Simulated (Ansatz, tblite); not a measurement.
# The cluster H₂Au₂: charged states by level of theory

The task here is to estimate one member of a computed series from the others.

Computed with Ansatz 0.2.0, Gaussian basis. Level: as each input shows.

Levels to be run: charge +1 doublet, at the geometry of the singlet (PBE0-D4/def2-TZVP, PBE-D4/def2-TZVP, r2SCAN-D4/def2-TZVP, CCSD(T)/def2-TZVPP); charge -1 doublet, at the geometry of the singlet (PBE0-D4/def2-TZVPD, PBE-D4/def2-TZVPD, r2SCAN-D4/def2-TZVPD, CCSD(T)/def2-TZVPD); the starting singlet's energies come from earlier runs.

3 further runs of the same task are left out: 3 set aside as unsound or not needed. Runs told in other sessions of the task aren't counted.

### The relaxed structure

The geometry is that of the singlet, from an earlier relaxation (r2SCAN-D4/def2-TZVP). At that level it is the lowest of the isomers that a small search found.

4 atoms, charge 0, spin multiplicity 1.

Atoms are counted from 1 here; the program's logs count them from 0.

Bond lengths: Au1–Au2 2.697 Å, Au1–H3 1.772 Å, Au1–H4 1.586 Å, Au2–H3 1.634 Å. Angles: Au2–Au1–H3 35.9°, Au2–Au1–H4 177.5°, H3–Au1–H4 141.6°, Au1–Au2–H3 39.5°, Au1–H3–Au2 104.6°.

Au takes a core potential in the def2 sets. No spin-orbit coupling is included.

The first run:

The input, in.yaml:

```yaml
crystal:
  periodic: [false, false, false]
  atoms:
    - {symbol: Au, position_ang: [0.323304, 0.608967, 0.084687]}
    - {symbol: Au, position_ang: [-1.649974, -1.205501, 0.379183]}
    - {symbol: H, position_ang: [-0.191107, -1.033784, -0.337459]}
    - {symbol: H, position_ang: [1.517776, 1.630328, -0.126411]}
basis:
  gaussian: {orbitals: def2-TZVP}
total_charge: 1
magnetization: {spin_polarized: true, initial_magnetization: 1}
hamiltonian: {xc: pbe0, dispersion: d4}
output: {orbitals: {seedname: orbitals}}
```

Started as:

```console
$ ansatz run in.yaml --threads 4 --pin off --events-out ev --progress --plain --max-ram 3916MiB
```

Steps of the session up to this table: Charge +1 doublet at the fixed geometry, PBE0-D4/def2-TZVP; Charge +1 doublet at the fixed geometry, PBE-D4/def2-TZVP; Charge +1 doublet at the fixed geometry, r2SCAN-D4/def2-TZVP; Charge +1 doublet at the fixed geometry, CCSD(T)/def2-TZVPP; Charge -1 doublet at the fixed geometry, PBE0-D4/def2-TZVPD; Charge -1 doublet at the fixed geometry, PBE-D4/def2-TZVPD; Charge -1 doublet at the fixed geometry, r2SCAN-D4/def2-TZVPD; Charge -1 doublet at the fixed geometry, CCSD(T)/def2-TZVPD.

One table of the session follows, with a row left open; its other results are not shown here.

It belongs to the step «Vertical electron affinity». 

| method | vertical electron affinity (eV) |
| --- | --- |
| HF/def2-TZVPD | 1.09 |
| PBE-D4/def2-TZVPD | ? |
| r2SCAN-D4/def2-TZVPD | 1.60 |
| PBE0-D4/def2-TZVPD | 1.56 |
| MP2/def2-TZVPD | 1.62 |
| CCSD/def2-TZVPD | 1.50 |
| CCSD(T)/def2-TZVPD | 1.52 |

Estimate the missing values for PBE-D4/def2-TZVPD.

**Answer.** vertical electron affinity (eV): 1.51. In the column «vertical electron affinity (eV)» it lies between CCSD/def2-TZVPD (1.50) and CCSD(T)/def2-TZVPD (1.52).

To keep in mind: The anion's highest level is positive in at least one run, so there the basis alone may hold the extra electron.
